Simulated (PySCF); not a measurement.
## Working with the constants of CS

RHF-CCSD(T) constants of CS, ¹Σ⁺ (singlet), closed shell (PySCF, no relativity, basis sets C def2-SVPD, S def2-SVPD; masses 12.0000 and 31.9721 u):

```
ωe              : 1274.1 cm⁻¹
ωexe            : 6.78 cm⁻¹
Be              : 0.80017 cm⁻¹
αe              : 0.00594 cm⁻¹
D (centrifugal) : 1.26e-06 cm⁻¹
De to C + S     : 6.83 eV
```

Task: Estimate the standard entropy (1 bar) and heat capacity of the ideal gas at 1500 K, rigid rotor with B0 and harmonic oscillator at the fundamental.

Result: Translation (Sackur–Tetrode, M = 43.97 u): 189.6 J/(mol K). Rotation: q = kT/(σB0) = 1310 with σ = 1, 68.0. Vibration: x = hcν0/kT = 1.21, 7.22. S° = 264.8 J/(mol K); Cp = 7R/2 + 7.37 = 36.5 J/(mol K).

Measured values (Huber and Herzberg, Constants of Diatomic Molecules (1979)): ωe = 1285.08 cm⁻¹, ωexe = 6.46 cm⁻¹, Be = 0.8200462 cm⁻¹, αe = 0.0059224 cm⁻¹.

Correlated steps freeze 6 core orbitals. Correlated levels converge slowly with the basis: in double zeta they bind strong bonds too weakly, by up to about 1 eV, and carry superposition errors of some tenths. Where the molecule has an RHF reference, its open-shell atoms are computed with UHF. The CCSD T1 diagnostic is raised, a sign that a single reference may not be enough here.
